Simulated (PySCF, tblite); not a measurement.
# C₅H₇+: dynamics, then NMR shifts on frames

How do NMR shifts of C₅H₇+ (`C#C[C+](C)C`) change as the atoms move?

Programs: tblite 0.8.0 and PySCF 2.14.0, with density-fitted response routines of our own. Each step states its level of theory. These are calculated values for one molecule in the gas phase, unless marked as measured. Atoms count from 0, in the outputs and in this text.

## Step 1: Starting geometry

12 atoms, charge 1, multiplicity 1; geometry from: GFN2-xTB.

Bonds of the start (Å): C0–C1 1.21, C1–C2 1.39, C2–C3 1.45, C2–C4 1.45, C0–H5 1.06, C3–H6 1.09, C3–H7 1.10, C3–H8 1.09, C4–H9 1.09, C4–H10 1.10, C4–H11 1.09.

## Step 2: A short Langevin run with GFN2-xTB

Job settings and geometry (Å):

```
{"job": {"kind": "md", "xc": "GFN2-xTB", "basis": "xTB", "temperature": 300, "steps": 2000, "every": 50, "frames": 5}, "charge": 1, "multiplicity": 1}
C      1.588358     1.964404    -0.026829
C      0.822543     1.026173    -0.014774
C     -0.037995    -0.059061     0.001178
C      0.513430    -1.395838     0.095601
C     -1.468067     0.172320    -0.079959
H      2.252305     2.785574    -0.037185
H     -0.063299    -2.008659     0.794558
H      0.367155    -1.894407    -0.872934
H      1.574622    -1.414623     0.333660
H     -1.709306     0.911014    -0.850093
H     -1.799986     0.655754     0.849000
H     -2.038563    -0.743336    -0.218251
```

Level: GFN2-xTB Langevin dynamics, gas phase.

Run with:

```console
$ OMP_NUM_THREADS=1 python probes_run.py task.json out
```

One launch serves the whole session: the jobs run in the order shown.

What it wrote:

```text
t/fs     T/K      E/eV
    0.0   261.5   -373.48509
   25.0   279.9   -373.36559
   50.0   301.0   -373.23574
   75.0   284.7   -373.27883
  100.0   327.5   -373.34406
  125.0   236.1   -373.25546
  150.0   200.6   -373.24537
  175.0   237.7   -373.31032
  200.0   213.4   -373.28346
  225.0   204.6   -373.13416
  250.0   189.5   -372.98101
  275.0   248.0   -372.98318
  300.0   304.8   -372.98522
  325.0   355.1   -373.09369
  350.0   233.3   -372.91340
  375.0   214.0   -373.16626
  400.0   316.0   -373.18071
  425.0   261.7   -373.14421
  450.0   297.8   -373.09126
  475.0   378.6   -373.17804
  500.0   308.5   -373.08745
  525.0   328.0   -373.19313
  550.0   190.9   -373.08346
  575.0   322.0   -373.15133
  600.0   285.0   -373.19241
  625.0   255.5   -373.21432
  650.0   347.5   -373.16791
  675.0   254.6   -373.02592
  700.0   350.9   -373.20590
  725.0   336.3   -373.23025
  750.0   226.8   -373.16886
  775.0   186.1   -373.18832
  800.0   163.0   -373.17292
  825.0   231.8   -373.24233
  850.0   223.6   -373.21780
  875.0   291.3   -373.28199
  900.0   228.3   -373.21158
  925.0   230.9   -373.24968
  950.0   189.1   -373.21589
  975.0   232.9   -373.23183
 1000.0   268.5   -373.12744
```

Run time: 4.8 s. Hardware: 1 thread of Arm Neoverse V2, shared host; peak memory 0.18 GiB.

Distance from the start (root mean square after alignment): 0 fs 0.00 Å, 200 fs 0.47 Å, 400 fs 0.92 Å, 600 fs 0.50 Å, 800 fs 0.83 Å, 1000 fs 0.53 Å.

Positions (Å) and forces (eV/Å) at 1000 fs:

```xyz
12

C     1.152    1.519    1.490   -0.089   -0.424   -0.190
C     0.420    0.601    1.129    0.871    2.104    0.342
C    -0.540   -0.314    0.772    0.609    0.210    1.145
C    -0.058   -1.606    0.404   -1.608   -0.737   -0.104
C    -1.938   -0.073    1.023    0.267    0.256    0.201
H     1.877    2.271    1.804   -0.718   -0.797   -0.295
H    -0.805   -2.352    0.760    0.613    0.063   -0.785
H    -0.024   -1.525   -0.688    0.115   -0.624   -0.186
H     0.903   -1.813    0.788    1.135   -0.298    0.119
H    -2.058    0.806    1.632   -0.287    0.533    0.081
H    -2.329   -0.930    1.573   -0.471   -0.032   -0.482
H    -2.404    0.102    0.050   -0.437   -0.254    0.154
```

## Step 3: Shielding tensors: 250 fs, PBE0/pcSseg-1

Job settings and geometry (Å):

```
{"job": {"kind": "nmr", "xc": "PBE0", "basis": "pcSseg-1", "pop": false}, "charge": 1, "multiplicity": 1}
C      1.287200     1.929000    -0.322500
C      0.376100     1.249400     0.017800
C     -0.585300     0.355300     0.563800
C     -0.352500    -1.005200     0.795100
C     -1.885900     0.980400     0.888000
H      2.228100     2.345000    -0.629100
H     -1.147900    -1.633600     1.270600
H     -0.315000    -1.502100    -0.206400
H      0.649700    -1.131700     1.350400
H     -2.019200     1.946200     0.377800
H     -1.940000     1.237200     1.963200
H     -2.659800     0.333300     0.518300
```

With the program's defaults for keys left out, this is: GIAO PBE0/pcSseg-1 NMR shielding, non-relativistic, gas phase.

What it wrote:

```text
coarse grid: 9776 points
cycle   1  E = -194.0045047631  dE =  8.565e-01  |g| = 4.236e-01  |ddm| = 3.125e+00
cycle   2  E = -193.9298921638  dE =  7.461e-02  |g| = 6.883e-01  |ddm| = 1.021e+00
cycle   3  E = -194.0410071385  dE = -1.111e-01  |g| = 1.725e-01  |ddm| = 6.189e-01
cycle   4  E = -194.0485272040  dE = -7.520e-03  |g| = 5.361e-02  |ddm| = 1.456e-01
cycle   5  E = -194.0491535069  dE = -6.263e-04  |g| = 1.757e-02  |ddm| = 4.295e-02
cycle   6  E = -194.0492279191  dE = -7.441e-05  |g| = 2.462e-03  |ddm| = 1.710e-02
cycle   7  E = -194.0492293898  dE = -1.471e-06  |g| = 4.459e-04  |ddm| = 2.954e-03
final grid: 93648 points
cycle   8  E = -194.0798113205  dE = -2.318e-05  |g| = 5.008e-03  |ddm| = 3.424e-02
cycle   9  E = -194.0798111994  dE =  1.210e-07  |g| = 5.108e-03  |ddm| = 8.682e-03
cycle  10  E = -194.0798176063  dE = -6.407e-06  |g| = 1.047e-03  |ddm| = 4.523e-03
cycle  11  E = -194.0798178934  dE = -2.871e-07  |g| = 3.147e-04  |ddm| = 1.049e-03
cycle  12  E = -194.0798179161  dE = -2.272e-08  |g| = 1.051e-04  |ddm| = 2.960e-04
cycle  13  E = -194.0798179188  dE = -2.719e-09  |g| = 1.504e-05  |ddm| = 1.053e-04
cycle  14  E = -194.0798179189  dE = -5.446e-11  |g| = 6.533e-06  |ddm| = 2.014e-05
converged SCF energy = -194.0798179189

GIAO shielding tensors (ppm)
atom      isotropic    diamagn.    paramagn.     s11        s22        s33       span
  0 C       -8.009     260.877    -268.886    -56.953     -1.499     34.424     91.377
  1 C       77.633     258.672    -181.040    -21.364      0.000    254.262    275.626
  2 C     -109.958     259.089    -369.046   -334.461   -150.600    155.188    489.649
  3 C      133.124     251.877    -118.754     91.539    146.424    161.407     69.868
  4 C      133.144     247.790    -114.646     84.544    144.803    170.084     85.540
  5 H       21.714      31.300      -9.586     18.714     22.803     23.625      4.912
  6 H       26.051      27.150      -1.099     23.523     25.937     28.692      5.170
  7 H       27.106      28.125      -1.019     23.161     26.044     32.114      8.953
  8 H       26.055      26.441      -0.386     22.146     25.162     30.856      8.710
  9 H       27.368      26.984       0.384     23.976     27.355     30.774      6.797
 10 H       27.590      24.041       3.549     24.238     26.052     32.481      8.244
 11 H       28.350      27.109       1.241     25.156     28.003     31.891      6.736
```

It took 5.6 s on 1 thread of Arm Neoverse V2, shared host; peak memory 0.54 GiB.

Shifts follow as δ = σ(reference) − σ, with reference shieldings (ppm) from runs at the same level and on the same kind of geometry: 1H TMS 31.72, 13C TMS 186.9. The references are single molecules in the gas phase. Each atom is listed at this fixed geometry, with no averaging over motion; a spectrum would average atoms that exchange fast.

| atoms | environment | σ (ppm) | δ (ppm) |
| --- | --- | --- | --- |
| C2 | carbocation centre | -110.0 | 296.9 |
| C0 | terminal alkyne carbon | -8.0 | 194.9 |
| C1 | alkyne carbon | 77.6 | 109.3 |
| C3 | methyl carbon | 133.1 | 53.8 |
| C4 | methyl carbon | 133.1 | 53.8 |
| H5 | hydrogen on a terminal alkyne carbon | 21.71 | 10.00 |
| H6 | hydrogen on a methyl carbon | 26.05 | 5.67 |
| H8 | hydrogen on a methyl carbon | 26.05 | 5.66 |
| H7 | hydrogen on a methyl carbon | 27.11 | 4.61 |
| H9 | hydrogen on a methyl carbon | 27.37 | 4.35 |
| H10 | hydrogen on a methyl carbon | 27.59 | 4.13 |
| H11 | hydrogen on a methyl carbon | 28.35 | 3.37 |

## Step 4: Nuclear shieldings: 425 fs, PBE0/pcSseg-1

Job settings and geometry (Å):

```
{"job": {"kind": "nmr", "xc": "PBE0", "basis": "pcSseg-1", "pop": false}, "charge": 1, "multiplicity": 1}
C      1.138700     1.814500     0.399100
C      0.269000     0.946700     0.446300
C     -0.829900     0.165300     0.802000
C     -0.445000    -1.210600     1.000800
C     -2.116100     0.760900     1.032100
H      1.862400     2.574200     0.238600
H     -1.253400    -2.009000     0.931100
H      0.287800    -1.465500     0.203200
H      0.069600    -1.272500     1.956600
H     -2.007200     1.317300     1.929400
H     -2.992700     0.083800     1.125900
H     -2.326000     1.539200     0.314200
```

Method: GIAO PBE0/pcSseg-1 NMR shielding, non-relativistic, gas phase.

What it wrote:

```text
coarse grid: 9776 points
cycle   1  E = -194.0183659400  dE =  8.591e-01  |g| = 3.836e-01  |ddm| = 3.065e+00
cycle   2  E = -193.9847066189  dE =  3.366e-02  |g| = 5.395e-01  |ddm| = 8.328e-01
cycle   3  E = -194.0470691778  dE = -6.236e-02  |g| = 1.629e-01  |ddm| = 4.926e-01
cycle   4  E = -194.0536680794  dE = -6.599e-03  |g| = 5.327e-02  |ddm| = 1.383e-01
cycle   5  E = -194.0543294562  dE = -6.614e-04  |g| = 1.495e-02  |ddm| = 4.199e-02
cycle   6  E = -194.0543839647  dE = -5.451e-05  |g| = 2.243e-03  |ddm| = 1.549e-02
cycle   7  E = -194.0543852582  dE = -1.293e-06  |g| = 4.636e-04  |ddm| = 2.940e-03
final grid: 93648 points
cycle   8  E = -194.0844602210  dE = -2.385e-05  |g| = 5.252e-03  |ddm| = 2.927e-02
cycle   9  E = -194.0844608247  dE = -6.037e-07  |g| = 5.114e-03  |ddm| = 8.228e-03
cycle  10  E = -194.0844672816  dE = -6.457e-06  |g| = 8.370e-04  |ddm| = 4.262e-03
cycle  11  E = -194.0844674538  dE = -1.722e-07  |g| = 3.458e-04  |ddm| = 9.338e-04
cycle  12  E = -194.0844674817  dE = -2.787e-08  |g| = 1.232e-04  |ddm| = 2.955e-04
cycle  13  E = -194.0844674854  dE = -3.697e-09  |g| = 1.242e-05  |ddm| = 1.025e-04
cycle  14  E = -194.0844674854  dE = -3.365e-11  |g| = 5.833e-06  |ddm| = 1.429e-05
converged SCF energy = -194.0844674854

GIAO shielding tensors (ppm)
atom      isotropic    diamagn.    paramagn.     s11        s22        s33       span
  0 C      -24.125     258.660    -282.785    -88.437    -13.597     29.658    118.095
  1 C       83.491     259.758    -176.266    -18.794     -3.603    272.871    291.664
  2 C      -99.968     261.921    -361.888   -316.096   -138.374    154.567    470.663
  3 C      133.684     250.639    -116.955     86.316    150.864    163.872     77.556
  4 C      137.286     246.819    -109.532     89.070    156.119    166.671     77.601
  5 H       21.112      31.252     -10.139     16.400     23.056     23.881      7.480
  6 H       26.404      26.761      -0.356     23.306     25.639     30.268      6.963
  7 H       26.974      28.850      -1.876     23.014     27.416     30.493      7.479
  8 H       28.019      26.983       1.036     24.697     26.548     32.812      8.115
  9 H       28.813      25.066       3.746     25.414     27.102     33.922      8.507
 10 H       26.612      25.461       1.151     23.575     26.108     30.152      6.576
 11 H       27.542      26.921       0.621     23.996     26.889     31.742      7.747
```

Wall time 5.5 s (1 thread of Arm Neoverse V2, shared host); peak memory 0.56 GiB.

Key values: δ C2 286.9, C0 211.1, C1 103.4, C3 53.2, H5 10.60, H6 5.31 ppm.

(Part 1 of 2 ends here.)
